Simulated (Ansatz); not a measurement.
# C2H5NO (singlet): from Hartree-Fock to the top rungs, STO-3G

How much of the correlation energy of C2H5NO (singlet) does each wave-function method recover here?

The runs use Ansatz 0.2.0, Gaussian basis; STO-3G, core rule «outside noble gas», up to 4 orbitals frozen.

The runs, in order: UHF; CCSD(T) on RHF; CCSD(T) on UHF; BCCD(T) on RHF; CISD; CCSDT(Q) on RHF; CCSDT(Q) on UHF; CISDTQ; CCSDTQ on RHF; CCSDTQ on UHF; CASSCF and MRCISD+Q, 8 electrons in 8 orbitals; CASSCF and MRCISD+Q(relaxed), 8 electrons in 8 orbitals; CASSCF and NEVPT2, 8 electrons in 8 orbitals.

18 further runs of the same task are left out: 18 set aside as unsound or not needed.

## Step 1: What is computed

The geometry is an MP2(full)/6-31G* stationary point (not a proven minimum).

9 atoms, charge 0, spin multiplicity 1.

Atoms are counted from 1 here; the program's logs count them from 0.

Bond lengths: O1–C2 1.227 Å, C2–N3 1.373 Å, C2–C4 1.514 Å, N3–H5 1.010 Å, N3–H9 1.011 Å, C4–H6 1.089 Å, C4–H7 1.093 Å, C4–H8 1.094 Å. Angles: O1–C2–N3 122.1°, O1–C2–C4 123.3°, N3–C2–C4 114.6°, C2–N3–H5 120.8°, C2–N3–H9 116.4°, H5–N3–H9 117.2°, C2–C4–H6 108.5°, C2–C4–H7 111.3°, C2–C4–H8 110.2°, H6–C4–H7 109.7°, H6–C4–H8 108.9°, H7–C4–H8 108.2°.

## Step 2: UHF

The input, in.yaml:

```yaml
crystal:
  periodic: [false, false, false]
  atoms:
    - {symbol: O, position_ang: [0.382196, 1.266141, 0.013154]}
    - {symbol: C, position_ang: [0.034808, 0.088906, 0.000871]}
    - {symbol: N, position_ang: [0.943168, -0.939420, -0.043790]}
    - {symbol: C, position_ang: [-1.413825, -0.349548, 0.004976]}
    - {symbol: H, position_ang: [0.665602, -1.885132, 0.175062]}
    - {symbol: H, position_ang: [-2.039579, 0.524039, -0.170357]}
    - {symbol: H, position_ang: [-1.603192, -1.100153, -0.766566]}
    - {symbol: H, position_ang: [-1.674463, -0.783890, 0.974934]}
    - {symbol: H, position_ang: [1.910783, -0.692457, 0.116986]}
basis:
  gaussian: {orbitals: STO-3G}
magnetization: {spin_polarized: true, initial_magnetization: 0}
hamiltonian: {xc: hf}
output: {orbitals: {seedname: orbitals}}
```

Started as:

```console
> ansatz run in.yaml --threads 1 --pin off --events-out ev --progress --plain --max-ram 2560MiB --backend cpu
```

After this run come: CCSD(T) on RHF; CCSD(T) on UHF; BCCD(T) on RHF; CISD; CCSDT(Q) on RHF; CCSDT(Q) on UHF; CISDTQ; CCSDTQ on RHF; CCSDTQ on UHF; CASSCF and MRCISD+Q, 8 electrons in 8 orbitals; CASSCF and MRCISD+Q(relaxed), 8 electrons in 8 orbitals; CASSCF and NEVPT2, 8 electrons in 8 orbitals.

Before running them: what should the planned runs give, taken together? Wanted: RCCSDTQ below the RHF energy; RMP2 from RCCSDTQ; RCCSD from RCCSDTQ; RCCSD(T) from RCCSDTQ; RCCSDT(Q) from RCCSDTQ; NEVPT2 frontier from RCCSDTQ; T1 diagnostic.

**Answer**, as computed:

| quantity | value |
| --- | --- |
| RCCSDTQ below the RHF energy | -7.1032 eV |
| RMP2 from RCCSDTQ | +1400.8 meV |
| RCCSD from RCCSDTQ | +200.0 meV |
| RCCSD(T) from RCCSDTQ | +33.5 meV |
| RCCSDT(Q) from RCCSDTQ | +0.8 meV |
| NEVPT2 frontier from RCCSDTQ | +1088.3 meV |
| levels within 1 kcal/mol (43 meV) | RCCSD(T), BCCD(T), RCCSDT, RCCSDT(Q) |
| T1 diagnostic | 0.012 |

**Reading.** RCCSD(T) lands +33.5 meV from the yardstick (0.5 % of the correlation energy). These misses are within one basis, not against nature.
